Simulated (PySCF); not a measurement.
Geometry:
```json
{"atom": "C1", "x (Å)": "-1.840", "y (Å)": "0.625", "z (Å)": "-0.443"}
{"atom": "C2", "x (Å)": "-0.902", "y (Å)": "-0.269", "z (Å)": "-0.151"}
{"atom": "C3", "x (Å)": "0.490", "y (Å)": "0.100", "z (Å)": "0.083"}
{"atom": "N4", "x (Å)": "0.881", "y (Å)": "1.305", "z (Å)": "0.017"}
{"atom": "C5", "x (Å)": "1.451", "y (Å)": "-1.012", "z (Å)": "0.408"}
{"atom": "O6", "x (Å)": "2.618", "y (Å)": "-0.818", "z (Å)": "0.618"}
{"atom": "H7", "x (Å)": "-2.865", "y (Å)": "0.344", "z (Å)": "-0.615"}
{"atom": "H8", "x (Å)": "-1.586", "y (Å)": "1.669", "z (Å)": "-0.515"}
{"atom": "H9", "x (Å)": "-1.136", "y (Å)": "-1.323", "z (Å)": "-0.074"}
{"atom": "H10", "x (Å)": "1.879", "y (Å)": "1.411", "z (Å)": "0.204"}
{"atom": "H11", "x (Å)": "1.015", "y (Å)": "-2.029", "z (Å)": "0.443"}
```

Isolated molecule, non-relativistic, single conformer. GFN2-xTB structure; GIAO PBE0/pcSseg-1 shieldings; PySCF 2.14.0 with density-fitted response routines.

References, each an isolated molecule treated in the same way: $^{13}$C, $^{1}$H vs TMS; $^{15}$N vs NH3; $^{17}$O against H2O.

```csv
atoms,nucleus,count,Hirshfeld charge,δ (ppm)
H7,$^{1}$H,1,0.06,?
C1,$^{13}$C,1,-0.06,136.9
O6,$^{17}$O,1,-0.20,707.6
H9,$^{1}$H,1,0.05,6.96
C5,$^{13}$C,1,0.13,?
H10,$^{1}$H,1,0.11,12.71
N4,$^{15}$N,1,-0.19,361.6
C2,$^{13}$C,1,-0.06,136.1
H11,$^{1}$H,1,0.05,?
C3,$^{13}$C,1,0.07,166.9
H8,$^{1}$H,1,0.05,7.60
```

Q: Fill in the missing shifts.

A: 
- C5: 191.0 ppm, carbon bonded to C, O, H
- H11: 9.35 ppm, hydrogen on a carbon bonded to C, O
- H7: 6.23 ppm, hydrogen on a carbon bonded to C

Exchangeable OH/NH protons stand at their gas-phase positions; hydrogen bonding in a real sample shifts them, mostly to higher δ. Shifts are as computed. Against solution values, carbons near 30 ppm lie about +3 ppm off and those near 130 ppm about +5 ppm. Of 1211 compounds with measured shifts, 218 miss one by over three times the rms of a fit or turn the order of signals round; such compounds aren't used in these exercises. Unscaled 17O shifts of doubly bonded oxygen tend to come out too high, by tens of ppm or more. Experimental scales use liquid or dissolved standards, which lie at an offset from isolated NH3 (liquid NH3: subtract about 20 ppm) and H2O (liquid H2O: subtract about 36 ppm). Unscaled 15N shifts of sp2 nitrogen come out 20 to 40 ppm too high even then.
